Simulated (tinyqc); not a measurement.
Worked calculation: extended Hueckel theory, for BH3. One step of it, computed by the program tinyqc.

Question. Mulliken analysis. P = C n C^T; charge = valence electrons (H 1, B 3) minus the sum of (P S)_ii on the atom; overlap population = 2 sum P_ij S_ij between two atoms.

coefficients, order 1B 2s, 1B 2px, 1B 2py, 1B 2pz, 2H 1s, 3H 1s, 4H 1s:
$$\begin{pmatrix}
0.513250 & 0.000000 & -0.000064 & 0.022215 & 0.000000 & -0.003216 & 1.555283 \\
0.000010 & 0.000000 & 0.441659 & 0.000004 & 0.000000 & 1.321455 & 0.003866 \\
0.000000 & 0.441575 & 0.000000 & 0.000000 & 1.320865 & 0.000000 & 0.000000 \\
-0.000626 & 0.000000 & -0.000003 & 0.999677 & 0.000000 & 0.000084 & -0.043114 \\
0.286463 & 0.000000 & 0.551419 & -0.004878 & 0.000000 & -1.062951 & -0.818073 \\
0.286235 & 0.477765 & -0.275955 & -0.004880 & -0.921468 & 0.534205 & -0.812979 \\
0.286235 & -0.477765 & -0.275955 & -0.004880 & 0.921468 & 0.534205 & -0.812979
\end{pmatrix}$$

occupations: [2.000000, 2.000000, 2.000000, 0.000000, 0.000000, 0.000000, 0.000000]

overlap S, order 1B 2s, 1B 2px, 1B 2py, 1B 2pz, 2H 1s, 3H 1s, 4H 1s:
$$\begin{pmatrix}
1.000000 & 0.000000 & 0.000000 & 0.000000 & 0.501042 & 0.500598 & 0.500598 \\
0.000000 & 1.000000 & 0.000000 & 0.000000 & 0.539467 & -0.269612 & -0.269612 \\
0.000000 & 0.000000 & 1.000000 & 0.000000 & 0.000000 & 0.466957 & -0.466957 \\
0.000000 & 0.000000 & 0.000000 & 1.000000 & -0.013452 & -0.013434 & -0.013434 \\
0.501042 & 0.539467 & 0.000000 & -0.013452 & 1.000000 & 0.099939 & 0.099939 \\
0.500598 & -0.269612 & 0.466957 & -0.013434 & 0.099939 & 1.000000 & 0.099805 \\
0.500598 & -0.269612 & -0.466957 & -0.013434 & 0.099939 & 0.099805 & 1.000000
\end{pmatrix}$$

Give: charges; Overlap populations.

Answer.

charges: 1B 0.463, 2H -0.154, 3H -0.155, 4H -0.155

Overlap populations:
```
pair      value
2-1    0.820138
3-1    0.819707
3-2   -0.028051
4-1    0.819707
4-2   -0.028051
4-3   -0.028017
```
